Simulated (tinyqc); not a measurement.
Inside a calculation. Method: extended Hueckel theory, for HCl. One step of it, computed by the program tinyqc.

Problem. Wolfsberg-Helmholz matrix. H_ij = K' S_ij (H_ii + H_jj)/2 for i != j (the diagonal keeps H_ii), with K' = 2.

overlap S, order 1Cl 3s, 1Cl 3px, 1Cl 3py, 1Cl 3pz, 2H 1s:
```
[[1.000000, 0.000000, 0.000000, 0.000000, 0.345234],
 [0.000000, 1.000000, 0.000000, 0.000000, 0.000000],
 [0.000000, 0.000000, 1.000000, 0.000000, 0.000000],
 [0.000000, 0.000000, 0.000000, 1.000000, 0.488727],
 [0.345234, 0.000000, 0.000000, 0.488727, 1.000000]]
```

diagonal H_ii (eV): [-26.300000, -14.200000, -14.200000, -14.200000, -13.600000]

K = 2.000000

Give: H.

Solution.

H (eV), order 1Cl 3s, 1Cl 3px, 1Cl 3py, 1Cl 3pz, 2H 1s:
```
[[-26.3000, 0.0000, 0.0000, 0.0000, -13.7748],
 [0.0000, -14.2000, 0.0000, 0.0000, 0.0000],
 [0.0000, 0.0000, -14.2000, 0.0000, 0.0000],
 [0.0000, 0.0000, 0.0000, -14.2000, -13.5866],
 [-13.7748, 0.0000, 0.0000, -13.5866, -13.6000]]
```
